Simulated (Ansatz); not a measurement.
CF2, SMILES F[C]F: the interaction energy of a dimer with the counterpoise correction, run with Ansatz 0.2.0, Python API.

`dimer.py`:
```python
# -*- coding: utf-8 -*-
import ansatz as az

FIRST = [
    ("F", (0.3969, 1.0328, 0.3328)),
    ("C", (0.3268, -0.2722, 0.1497)),
    ("F", (-0.7238, -0.7606, -0.4825)),
]
SECOND = [
    ("F", (-4.2099, -3.3816, 0.6116)),
    ("C", (-3.7582, -2.9549, -0.5525)),
    ("F", (-2.4747, -3.1069, -0.8204)),
]

def energy(atoms, ghosts=()):
    molecule = az.Crystal.molecule()
    for symbol, xyz in atoms:
        molecule = molecule.atom(symbol, xyz)
    calc = (
        molecule.calculation()
        .basis(gaussian="def2-SVP")
        .correlation("MP2")
    )
    deck = calc.input()
    if ghosts:
        deck = deck.set(az.key.basis.gaussian.ghost_atoms, [{"symbol": s, "position_ang": list(xyz)} for s, xyz in ghosts])
    return az.Session.from_dict(deck).plan().execute().report["free_energy_ev"]

both = energy(FIRST + SECOND)
alone = energy(FIRST) + energy(SECOND)
ghosted = energy(FIRST, SECOND) + energy(SECOND, FIRST)
print(f"dimer {both:.6f} eV")
print(f"interaction, uncorrected   {23.060548 * (both - alone):8.3f} kcal/mol")
print(f"interaction, counterpoise  {23.060548 * (both - ghosted):8.3f} kcal/mol")
print(f"basis-set superposition    {23.060548 * (alone - ghosted):8.3f} kcal/mol")
```

How large is the interaction at this pose, and how much of it is basis-set superposition?

Uncorrected it is -0.399 kcal/mol, with the counterpoise correction 0.074 kcal/mol; the difference, 0.47 kcal/mol, is the superposition error. The sign changes with the correction, so this basis doesn't settle it.

The run itself:

```console
$ python dimer.py
dimer -12894.439503 eV
interaction, uncorrected     -0.399 kcal/mol
interaction, counterpoise     0.074 kcal/mol
basis-set superposition       0.473 kcal/mol
```

Total energies depend on the basis set; only differences at equal settings carry meaning. The dimer is a generated trial pose of unrelaxed monomers, not a minimum, so the figure is no binding energy, and the basis set is small. Hardware and time: 1.6 s on 1 thread of AMD EPYC 9R45 (Zen 5) (shared host), peak memory 0.21 GiB.

(A comment or docstring line of the script was reworded after the run, the code is as it ran; lines on the test bed's own set-up are left out of the output.)
